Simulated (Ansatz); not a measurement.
Results of HSE06 (Ansatz, an electronic-structure program, PAW) for anatase TiO2 (metastable phase).

Run with plane-wave cutoff 520 eV, 8×8×8 k mesh, no spin polarisation, scalar-relativistic PAW data made under PBE.

Computed at the level's own relaxed cell.

Elastic tensor (GPa, Voigt notation, ions relaxed):

```
  372.2   164.0   158.8     0.0     0.0     0.0
  164.0   372.2   158.8     0.0     0.0     0.0
  158.8   158.8   227.9     0.0     0.0     0.0
    0.0     0.0     0.0    52.7     0.0     0.0
    0.0     0.0     0.0     0.0    52.7     0.0
    0.0     0.0     0.0     0.0     0.0    67.0
```

### Question
Work out the Voigt, Reuss and Hill averages of the bulk and shear moduli, Young's modulus and Poisson's ratio from the printed constants.

### Answer
K_V = [C11 + C22 + C33 + 2(C12 + C13 + C23)]/9 = [972.3 + 2 × 481.6]/9 = 215.1 GPa. G_V = [972.3 − 481.6 + 3 × 172.4]/15 = 67.2 GPa. From the compliances S = C⁻¹, K_R = 201.1 and G_R = 62.1 GPa. Hill means: K = 208.1, G = 64.7 GPa. E = 9KG/(3K + G) = 176 GPa, ν = (3K − 2G)/(6K + 2G) = 0.36, K/G = 3.22.

Computed values are for the static lattice.
